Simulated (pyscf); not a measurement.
H₃C–C(F)(F)–Cl (SMILES CC(F)(F)Cl) -> H₃C–Cl (SMILES CCl) + F–C:–F (SMILES F[C]F) [singlet], a 1,1-elimination (singlet surface; C–C, C–Cl broken, C–Cl formed). PySCF, gas phase, ωB97X-D3(BJ)/def2-SVP geometries. MP2 and CC: frozen core, UHF for open shells. ΔMP2 is the change of the MP2 total energy from the triple- to the quadruple-zeta basis. Energies in kcal/mol from the reactant's lowest minimum found.

AM1 to PM7: differences of heats of formation from MOPAC, which are fitted to 298 K values and so differ in kind from electronic energies by zero-point and thermal terms. 

### Question
In single points AM1 puts the saddle at 80.0 kcal/mol and the reaction energy at +24.2 kcal/mol. Should these be trusted to within a few kcal/mol? Compare with CCSD(T)/def2-TZVPP + ΔMP2(QZVPP).

### Answer
CCSD(T)/def2-TZVPP + ΔMP2(QZVPP) gives ΔE‡ = 119.1 kcal/mol and ΔE = +64.2 kcal/mol. AM1 lies 39.1 kcal/mol under it in the barrier and 40.0 kcal/mol under it in the reaction energy, so on this step it does not hold to within 3.0 kcal/mol. CCSD(T)/def2-TZVPP + ΔMP2(QZVPP) has limits of its own. The same reactants have a lower exit, to H₃C–C•(F)–F + Cl• (no saddle counted: cutting one bond costs +87.6 kcal/mol at ωB97M-D3(BJ)/def2-TZVP, against +117.6 kcal/mol here). This is the saddle that the search found; another between the same sides may lie lower. The CCSD(T) − MP2 part came from Ansatz, without density fitting, on the same reference.
